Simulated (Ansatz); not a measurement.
This Ansatz (a program for electronic structure) input (PBE0/def2-TZVPP) gives -40.47546 Eh with 87 basis functions. A basis named .json is the Basis Set Exchange file of that set (core-valence sets with the plain set on hydrogen).

Ansatz 0.2 input:
```yaml
crystal:
  periodic: [false, false, false]
  atoms:
    - {symbol: C, position_ang: [-0.00000000, 0.00000000, -0.00000000]}
    - {symbol: H, position_ang: [0.62054657, 0.62688914, 0.63896175]}
    - {symbol: H, position_ang: [-0.64285838, -0.62489528, 0.61852983]}
    - {symbol: H, position_ang: [0.63693263, -0.63278043, -0.61664082]}
    - {symbol: H, position_ang: [-0.61462083, 0.63078657, -0.64085076]}
basis:
  gaussian:
    orbitals: def2-TZVPP
    fitting: {mean_field: def2-SV_P_-JKFIT.json}
hamiltonian:
  xc: {name: PBE0}
magnetization: {spin_polarized: false}
```

Change:
```diff
- fitting: {mean_field: def2-SV_P_-JKFIT.json}
+ final_grid: {core_spheres: 6, valence_spheres: 5, degree: 17}
```

Task: What does the run give now?

Result: -40.47553 Eh (PBE0/def2-TZVPP, 87 functions), a change of -0.07 mEh.
